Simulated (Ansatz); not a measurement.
# SiNH (singlet): wB97M-V, B2PLYP over a scan of the distance Si1–N2, 6-31G

How well do these functionals follow the top wave-function level for SiNH (singlet) over a scan of the distance Si1–N2?

The runs use Ansatz 0.2.0, Gaussian basis; 6-31G, all electrons in the functionals, frozen cores in the correlation of double hybrids and RPA.

The runs, in order: wB97M-V, B2PLYP, at 1.258 Å; 1.421 Å; 1.546 Å; 1.666 Å; 1.872 Å; 2.150 Å; 2.454 Å; 2.818 Å; 3.327 Å; 4.137 Å; 5.242 Å.

19 further runs of the same task are left out: 18 that didn't finish, 1 set aside as unsound or not needed.

**1. The system**

The geometry derives from a PBE0/def2-TZVP stationary point (not a proven minimum). One bond is set to the value named and the two fragments are kept rigid.

3 atoms, charge 0, spin multiplicity 1.

Atoms are counted from 1 here; the program's logs count them from 0.

Bond lengths: Si1–N2 1.546 Å, N2–H3 1.000 Å. Angles: Si1–N2–H3 180.0°.

Coordinates:

```mol
HNSi
  3D, bonds by distance, orders not assigned

  3  2  0  0  0  0  0  0  0  0999 V2000
    0.0000    0.0000   -1.3636 Si  0  0
    0.0000    0.0000    0.1820 N   0  0
    0.0000    0.0000    1.1816 H   0  0
  1  2  8  0
  2  3  8  0
M  END
```

No dispersion term is added; wB97M-V holds VV10 nonlocal correlation.

The geometry shown and the zero of energy belong to the point 1.546 Å. The yardstick, FCI, and other wave-function levels (R restricted, U unrestricted, valence and pair active spaces) come from earlier runs.

**2. wB97M-V, 1.258 Å**

File in.yaml:

```yaml
crystal:
  periodic: [false, false, false]
  atoms:
    - {symbol: Si, position_ang: [0.000000, 0.000000, 1.171872]}
    - {symbol: N, position_ang: [0.000000, 0.000000, -0.086128]}
    - {symbol: H, position_ang: [0.000000, 0.000000, -1.085744]}
basis:
  gaussian: {orbitals: 6-31G}
hamiltonian: {xc: {name: wB97M-V}}
output: {orbitals: {seedname: orbitals}}
```

Command:

```sh
$ ansatz run in.yaml --threads 1 --pin off --events-out ev --progress --plain --max-ram 2393MiB
```

Further steps of the session: wB97M-V, 1.421 Å; wB97M-V, 1.546 Å; wB97M-V, 1.666 Å; wB97M-V, 1.872 Å; wB97M-V, 2.150 Å; wB97M-V, 2.454 Å; wB97M-V, 2.818 Å; wB97M-V, 3.327 Å; wB97M-V, 4.137 Å; wB97M-V, 5.242 Å; B2PLYP, 1.258 Å; B2PLYP, 1.421 Å; B2PLYP, 1.546 Å; B2PLYP, 1.666 Å; B2PLYP, 1.872 Å; B2PLYP, 2.150 Å; B2PLYP, 2.454 Å; B2PLYP, 2.818 Å; B2PLYP, 3.327 Å; B2PLYP, 4.137 Å; B2PLYP, 5.242 Å.

Before running them: what should the planned runs give, taken together? Wanted: span of the FCI curve; largest miss, wB97M-V; largest miss, B2PLYP.

As calculated:

```
             quantity                value
span of the FCI curve             5.497 eV
largest miss, wB97M-V  +0.969 eV (2.150 Å)
 largest miss, B2PLYP  +0.862 eV (2.150 Å)
```

Of the functionals, B2PLYP keep the smallest largest miss at the points compared (at most 0.862 eV) and wB97M-V strays most (0.969 eV, at 2.150 Å). wB97M-V, B2PLYP clearly break the spin symmetry at some points (⟨S²⟩ up to 2.01 above the pure value), so energy there is bought with a mixed spin. Functionals and the yardstick converge differently with the basis, so part of each miss in 6-31G is the basis.
